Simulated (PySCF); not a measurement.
Compound: SiH3PH2, H5PSi.
Atom-mapped SMILES: `[SiH3:1][PH2:2]` (hydrogens: H3, H4, H5 on Si1; H6, H7 on P2)

Cartesian coordinates in Å at the PBE0-D3(BJ)/def2-SVP level; atoms count from 1:
```xyz
7
H5PSi angstrom
Si    -0.7265    0.0560    0.0121
P      1.4429    0.1971   -0.6265
H     -1.4500   -0.7814   -0.9912
H     -0.9209   -0.5385    1.3698
H     -1.3020    1.4345    0.0002
H      1.7445   -1.1424   -0.2303
H      1.8696    0.7557    0.6180
```

All values: wB97X-D/def2-SVPD (PySCF, non-relativistic), on one gas-phase PBE0-D3(BJ)/def2-SVP geometry that isn't relaxed in the solvent. The solvent is an IEF-PCM continuum (van der Waals radii × 1.2), and excitations are vertical TDDFT with non-equilibrium linear response and a frozen core. The model holds no explicit solvent molecules, cavitation or dispersion.

Gas-phase singlets (H = HOMO, L = LUMO):

```json
{"state": "S1", "E (eV)": "6.706", "λ (nm)": "185", "f": "0.014", "leading configurations": "H→L+2 93%"}
{"state": "S2", "E (eV)": "6.837", "λ (nm)": "181", "f": "0.042", "leading configurations": "H→L+1 59%, H→L 35%"}
{"state": "S3", "E (eV)": "7.071", "λ (nm)": "175", "f": "0.256", "leading configurations": "H→L 51%, H→L+1 34%"}
{"state": "S4", "E (eV)": "7.680", "λ (nm)": "161", "f": "0.008", "leading configurations": "H→L+4 90%"}
{"state": "S5", "E (eV)": "7.704", "λ (nm)": "161", "f": "0.021", "leading configurations": "H→L+3 88%"}
```

Q: Give the list for chloroform (ε = 4.711), n² = 2.09.

A: 
```tsv
state	E (eV)	λ (nm)	f	leading configurations	change by rank (eV)
S1	6.738	184	0.023	H→L+2 94%	+0.032
S2	6.874	180	0.110	H→L+1 82%, H→L 12%	+0.037
S3	6.970	178	0.367	H→L 75%, H→L+1 13%	-0.101
S4	7.723	161	0.012	H→L+4 91%	+0.043
S5	7.735	160	0.018	H→L+3 88%	+0.031
```

Q: How does the list change in acetone (ε = 20.49)?

A: 
| state | E (eV) | λ (nm) | f | leading configurations | change by rank (eV) |
| --- | --- | --- | --- | --- | --- |
| S1 | 6.775 | 183 | 0.022 | H→L+2 94% | +0.069 |
| S2 | 6.913 | 179 | 0.123 | H→L+1 88% | +0.076 |
| S3 | 7.000 | 177 | 0.334 | H→L 80% | -0.071 |
| S4 | 7.756 | 160 | 0.011 | H→L+4 90% | +0.076 |
| S5 | 7.761 | 160 | 0.016 | H→L+3 87% | +0.057 |

Q: The ground-state energy changes by -0.043 eV from gas to acetone. By how much does the total energy of gas-phase S1 change?

A: E(S1) = E(S0) + excitation energy, so it changes by -0.043 + 0.069 = +0.026 eV: it isn't lowered at all, while the ground state is. This is the vertical state, with the slow part of the continuum still set for S0.

Q: How do the frontier levels move from gas to acetone?

A: 
| orbital | gas (eV) | solvent (eV) | change (eV) |
| --- | --- | --- | --- |
| LUMO+2 | 2.25 | 2.42 | +0.17 |
| LUMO+1 | 1.92 | 2.06 | +0.14 |
| LUMO | 1.70 | 1.82 | +0.12 |
| HOMO | -9.44 | -9.37 | +0.07 |
| HOMO-1 | -11.01 | -10.86 | +0.15 |
| HOMO-2 | -11.64 | -11.48 | +0.16 |
| HOMO-3 | -12.18 | -12.05 | +0.13 |

The HOMO–LUMO gap goes from 11.14 to 11.19 eV.

wB97X-D is run here without its empirical dispersion term; that term would change no orbital, density or response property at a fixed geometry.
